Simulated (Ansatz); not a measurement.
Total energies of diborane mono Cl (B₂H₅Cl) from Ansatz at CCSD(T)/def2-TZVPP, gas phase (1 Eh = 27.2114 eV = 2625.5 kJ/mol). The reference geometry is relaxed at PBE-D4/def2-TZVP.

```xyz
8

B    -0.180    0.603    0.557
Cl    0.851    0.749    1.997
H    -1.093    1.363    0.427
H     0.547    0.602   -0.574
B     0.113   -0.627   -0.670
H    -0.631   -0.653   -1.606
H     1.028   -1.384   -0.532
H    -0.636   -0.652    0.401
```

| state | geometry | energy (Eh) |
| --- | --- | --- |
| charge 0 singlet | reference | -512.31843 |
| charge 1 doublet | reference | -511.89634 |
| free B atom (doublet) | – | -24.59791 |
| free Cl atom (doublet) | – | -459.66464 |
| free H atom (doublet) | – | -0.49981 |

Correlated methods freeze 7 core orbitals.

**Question.** Work out the vertical ionisation energy to the doublet.

**Answer.** E(charge 1 doublet) − E(charge 0 singlet) = -511.89634 − (-512.31843) = 0.42209 Eh = 11.49 eV.

**Question.** What is the binding energy per atom against free atoms?

**Answer.** Atoms: 2 × (-24.59791) + 1 × (-459.66464) + 5 × (-0.49981) = -511.35951 Eh. Binding: -511.35951 − (-512.31843) = 0.95892 Eh = 26.09 eV, or 3.26 eV for each of 8 atoms (no zero-point energy, no counterpoise term).
